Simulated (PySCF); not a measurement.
# SiH3, step by step

Wanted: a series of 17 runs (UPBE0-D4/def2-TZVP, UCCSD(T)/def2-TZVP, USVWN5/def2-TZVP, UPBE/def2-TZVP, UBLYP/def2-TZVP, U-revPBE/def2-TZVP, UTPSS/def2-TZVP, U-r2SCAN/def2-TZVP, and more) of H3Si. Input form: a Python script.

The results are computed with PySCF 2.14.0.

### Step 1. The molecule

SiH3 has 4 atoms, charge 0, and is taken as a doublet. The shape is cut from that of the parent molecule. The run starts from this shape.

Bond lengths: Si1–H2 1.464 Å, Si1–H3 1.485 Å, Si1–H4 1.489 Å. Angles: H2–Si1–H3 110.8°, H2–Si1–H4 107.4°, H3–Si1–H4 106.9°.

### Step 2. A geometry optimisation at UPBE0-D4/def2-TZVP (density fitting with def2-universal-jkfit) (run 1)

File job.py:

```python
from pyscf import gto, dft
from pyscf.geomopt.geometric_solver import kernel as optimise

mol = gto.M(
    atom='Si -0.414702 -0.303598 -0.416171; H -0.027459 -1.695040 -0.653616; H -1.813248 -0.222866 0.075248; H -0.375662 0.399721 -1.728143',
    max_memory=1860,
    basis='def2-tzvp',
    spin=1,
    verbose=3,
)

ks = dft.UKS(mol)
ks.xc = 'pbe0'
ks = ks.density_fit(auxbasis='def2-universal-jkfit')
ks.grids.level = 4
ks.max_cycle = 100
ks.disp = 'd4'
ks.conv_tol = 1e-09
converged, mol_eq = optimise(ks, maxsteps=80)
print('converged:', converged)
print(mol_eq.tostring())

ks.reset(mol_eq)
mol = mol_eq
ks.kernel()
e_tot = ks.e_tot
print('Final energy', e_tot)
```

Run with:

```
OMP_NUM_THREADS=1 python job.py
```

Output:

```text
<dir> SyntaxWarning: invalid escape sequence '\W'
  S = {(paw_set(r)[0], bool(re.search(r"spin_orbit\W+true|paw_fr", str((r.get("files") or {}).get("input") or "")) or re.search("(?i)spin.orbit\W+(value\W+)?(true|yes)|value\W+spin-orbit", json.dumps(r.get("inputs"), default=str)))) for r in records}

[... 22 lines left out ...]
> Convergence Criteria:
[... 18 lines left out ...]
converged SCF energy = -291.108809530184  <S^2> = 0.75270502  2S+1 = 2.0027032
[... 37 lines left out ...]
converged SCF energy = -291.109787131838  <S^2> = 0.75299896  2S+1 = 2.0029967
[... 48 lines left out ...]
Converged! =D
[... 1 line left out ...]
converged: True
Si         -0.44674247       -0.30886064       -0.46092423
H          -0.01515686       -1.72108485       -0.62681716
H          -1.81719314       -0.22849517        0.10794785
H          -0.35197156        0.43664166       -1.74289783

WARN: HOMO -0.173253619354533 >= LUMO -0.173253619354529

converged SCF energy = -291.109790238242  <S^2> = 0.75299712  2S+1 = 2.0029949
Final energy -291.1097902382421
```

Wall time 39 s (1 thread of Arm Neoverse V1, shared host); peak memory 0.57 GiB.

Step by step:

```csv
step,energy from the first frame kept (eV),largest force (eV/Å)
0,0.0000,0.5770
1,-0.0258,0.0748
2,-0.0266,0.0204
3,-0.0267,0.0043
4,-0.0267,0.0007
```

After the run. Bond lengths: Si1–H2 1.486 Å, Si1–H3 1.486 Å, Si1–H4 1.486 Å. Angles: H2–Si1–H3 111.2°, H2–Si1–H4 111.2°, H3–Si1–H4 111.2°.

### Step 3. Fragment B of bond 2-1: the energy at UCCSD(T)/def2-TZVP (run 2)

File mol.xyz:

```xyz
4

Si    -0.446742    -0.308861    -0.460924
H     -0.015157    -1.721085    -0.626817
H     -1.817193    -0.228495     0.107948
H     -0.351972     0.436642    -1.742898
```

File run.py:

```python
from pyscf import gto, cc

system = gto.M(
    atom='mol.xyz',
    verbose=3,
    spin=1,
    max_memory=1860,
    basis='def2-tzvp',
)

mf = system.UHF()
mf.conv_tol = 1e-10
mf.kernel()
if not mf.converged:
    mf = mf.newton().run(mf.mo_coeff, mf.mo_occ)

mycc = cc.CCSD(mf, frozen=5)
mycc.kernel()
e_t = mycc.ccsd_t()
e_tot = mycc.e_tot + e_t
print('Final energy', e_tot)
```

Run with:

```
OMP_NUM_THREADS=1 python run.py
```

Output:

```text
<dir> SyntaxWarning: invalid escape sequence '\W'
  S = {(paw_set(r)[0], bool(re.search(r"spin_orbit\W+true|paw_fr", str((r.get("files") or {}).get("input") or "")) or re.search("(?i)spin.orbit\W+(value\W+)?(true|yes)|value\W+spin-orbit", json.dumps(r.get("inputs"), default=str)))) for r in records}

converged SCF energy = -290.636770721494  <S^2> = 0.75486392  2S+1 = 2.004858
E(UCCSD) = -290.7713892914153  E_corr = -0.1346185699214291
UCCSD(T) correction = -0.00320771565904791
Final energy -290.7745970070744
```

Run time: 8.1 s. Hardware: 1 thread of Arm Neoverse V1, shared host; peak memory 0.39 GiB.

Runs 3 to 5 aren't shown in full; the table further down has their settings and results.

### Step 4. Fragment B of bond 2-1: a single-point energy at U-revPBE/def2-TZVP (run 6)

mol.xyz is that of step 3.

File job.py:

```python
from pyscf import gto, dft

mol = gto.M(
    atom='mol.xyz',
    verbose=3,
    spin=1,
    basis='def2-tzvp',
    max_memory=1860,
)

myscf = dft.UKS(mol, xc='revpbe')
myscf.conv_tol = 1e-10
myscf.grids.level = 5
myscf.kernel()
if not myscf.converged:
    myscf = myscf.newton().run(myscf.mo_coeff, myscf.mo_occ)

energy = myscf.e_tot
print('Final energy', energy)
```

Run with:

```
OMP_NUM_THREADS=1 python job.py
```

Output:

```text
<dir> SyntaxWarning: invalid escape sequence '\W'
  S = {(paw_set(r)[0], bool(re.search(r"spin_orbit\W+true|paw_fr", str((r.get("files") or {}).get("input") or "")) or re.search("(?i)spin.orbit\W+(value\W+)?(true|yes)|value\W+spin-orbit", json.dumps(r.get("inputs"), default=str)))) for r in records}

WARN: HOMO -0.177362663769038 >= LUMO -0.177362663769033

converged SCF energy = -291.177604549219  <S^2> = 0.75331038  2S+1 = 2.0033076
Final energy -291.1776045492194
```

Wall time 13 s (1 thread of Arm Neoverse V1, shared host); peak memory 0.28 GiB.

Runs 7 to 16 aren't shown in full; the table further down has their settings and results.

### Step 5. Fragment B of bond 2-1: a single-point energy at UB2PLYP/def2-TZVP (run 17)

File calc.py:

```python
from pyscf import gto, dft, mp

molecule = gto.M(
    atom=[
    ('Si', (-0.446742, -0.308861, -0.460924)),
    ('H', (-0.015157, -1.721085, -0.626817)),
    ('H', (-1.817193, -0.228495, 0.107948)),
    ('H', (-0.351972, 0.436642, -1.742898)),
],
    basis='def2-tzvp',
    max_memory=1860,
    spin=1,
    verbose=3,
    charge=0,
)

calc0 = dft.UKS(molecule)
calc0.xc = '0.53*HF + 0.47*B88, 0.73*LYP'
calc0.grids.level = 5
calc0.conv_tol = 1e-10
calc0.kernel()
if not calc0.converged:
    calc0 = calc0.newton().run(calc0.mo_coeff, calc0.mo_occ)

pt = mp.MP2(calc0, frozen=5).run()
etot = calc0.e_tot + 0.27 * pt.e_corr
print('PT2 part  %.8f' % (0.27 * pt.e_corr))
print('E(%s) = %.9f' % ('B2PLYP', etot))
```

Run with:

```
OMP_NUM_THREADS=1 python calc.py
```

Output:

```text
<dir> SyntaxWarning: invalid escape sequence '\W'
  S = {(paw_set(r)[0], bool(re.search(r"spin_orbit\W+true|paw_fr", str((r.get("files") or {}).get("input") or "")) or re.search("(?i)spin.orbit\W+(value\W+)?(true|yes)|value\W+spin-orbit", json.dumps(r.get("inputs"), default=str)))) for r in records}

WARN: HOMO -0.152127458323122 >= LUMO -0.152127458323116

converged SCF energy = -291.06995759257  <S^2> = 0.75277408  2S+1 = 2.0027722
E(UMP2) = -291.204026561289  E_corr = -0.134068968718873
E(SCS-UMP2) = -291.215346515722  E_corr = -0.145388923151775
PT2 part  -0.03619862
E(B2PLYP) = -291.106156214
```

Run time: 14 s. Hardware: 1 thread of Arm Neoverse V1, shared host; peak memory 0.29 GiB.

### Step 6. Overview of the runs

```csv
run,level,task,integral approximation,energy (Eh),dipole moment (D) of the reference,HOMO energy (eV),LUMO energy (eV),wall time
1,UPBE0-D4/def2-TZVP (density fitting with def2-universal-jkfit),optimise,def2-universal-jkfit,-291.109790,0.03,-6.40,-2.52,39 s
2,UCCSD(T)/def2-TZVP,energy,none,-290.774597,0.06,-9.18,1.14,8.1 s
3,USVWN5/def2-TZVP,energy,none,-290.035541,0.02,-5.27,-3.94,6.6 s
4,UPBE/def2-TZVP,energy,none,-291.076282,0.03,-5.32,-3.48,12 s
5,UBLYP/def2-TZVP,energy,none,-291.227690,0.07,-5.08,-3.53,9 s
6,U-revPBE/def2-TZVP,energy,none,-291.177605,0.03,-5.31,-3.34,13 s
7,UTPSS/def2-TZVP,energy,none,-291.267415,0.02,-5.45,-3.46,25 s
8,U-r2SCAN/def2-TZVP,energy,none,-291.206703,0.07,-5.68,-2.94,28 s
9,UM06-L/def2-TZVP,energy,none,-291.234316,0.06,-5.34,-3.31,16 s
10,UPBE0/def2-TZVP,energy,none,-291.108726,0.03,-6.40,-2.52,6 s
11,UB3LYP/def2-TZVP,energy,none,-291.262532,0.07,-6.10,-2.95,6.3 s
12,UBHLYP/def2-TZVP,energy,none,-291.235320,0.08,-7.26,-1.75,6.3 s
13,UM06-2X/def2-TZVP,energy,none,-291.205777,0.16,-7.17,-2.58,19 s
14,UCAM-B3LYP/def2-TZVP,energy,none,-291.238911,0.07,-7.58,-1.67,16 s
15,U-wB97X/def2-TZVP,energy,none,-291.226983,0.03,-8.55,-1.18,14 s
16,U-wB97M-V/def2-TZVP,energy,none,-291.196402,0.17,-8.15,-0.90,32 s
17,UB2PLYP/def2-TZVP,energy,none,-291.106156,0.07,-7.30,-1.30,14 s
```

### Step 7. Summary of results

| quantity | value |
| --- | --- |
| fragment B of bond 2-1, run 17: total energy | -291.10616 Eh |
| fragment B of bond 2-1, run 17: dipole moment (SCF part) | 0.07 D |
| fragment B of bond 2-1, run 17: HOMO energy (SCF part's orbitals) (highest over α and β) | -7.30 eV |
| fragment B of bond 2-1, run 17: LUMO energy (SCF part's orbitals) (lowest over α and β) | -1.30 eV |
| fragment B of bond 2-1, run 17: ⟨S²⟩ | 0.753 |

What this shows: Over runs 3, 4, 5, 6, 7, 8, 9, 10, 11, 12, 13, 14, 15, 16, 17 the dipole moment (its size) runs from 0.02 D (UTPSS/def2-TZVP) to 0.17 D (U-wB97M-V/def2-TZVP). Totals of different functionals can't be ranked against each other. All runs together took 4.5 min, the longest 39 s.
